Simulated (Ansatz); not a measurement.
This geometry of BClH5N (8 atoms, charge 0, multiplicity 1) is a first-order saddle point.

Method: RKS PBE/def2-SVP in Ansatz.

```xyz
8
Properties=species:S:1:pos:R:3
B 0.010 -0.375 0.161
H -0.488 0.340 1.258
H 1.181 -0.046 0.162
Cl -1.006 0.141 -1.255
N -0.226 -1.807 0.721
H -1.105 -2.252 0.443
H 0.559 -2.463 0.695
H -0.474 -0.642 1.476
```

(1) Which two structures does it join? (They come from a converged band through this point; their orientation in space is the band's.)

(2) How far does it lie above each of them?

Results:

(1) Bonds broken: B1–H2, N5–H8. Bonds formed: H2–H8. BClH5N becomes BClH3N + H2.

First end point:

```xyz
8
Properties=species:S:1:pos:R:3
B -0.043 -0.110 0.227
H -0.602 0.636 1.022
H 1.168 0.046 0.124
Cl -0.907 -0.184 -1.425
N -0.248 -1.617 0.833
H -1.248 -1.871 0.797
H 0.259 -2.319 0.274
H 0.072 -1.686 1.811
```

Last end point:

```xyz
8
Properties=species:S:1:pos:R:3
B 0.217 -0.660 -0.783
H -0.706 -0.202 3.360
H 1.366 -0.278 -0.838
Cl -0.970 -0.005 -1.934
N -0.181 -1.606 0.166
H -1.137 -1.956 0.242
H 0.474 -2.018 0.831
H -0.610 -0.380 2.618
```

(2) 1.55 eV above the first and 1.53 eV above the second. This is the barrier of this one path; another mechanism may lie lower. The orbitals stay closed-shell, which can raise the energy where a bond breaks towards radicals; this wasn't checked here.

The run took 6 min on 1 thread of AMD EPYC 7R43 64-Core Processor (Zen 3), on a shared host, peak memory 0.14 GiB.
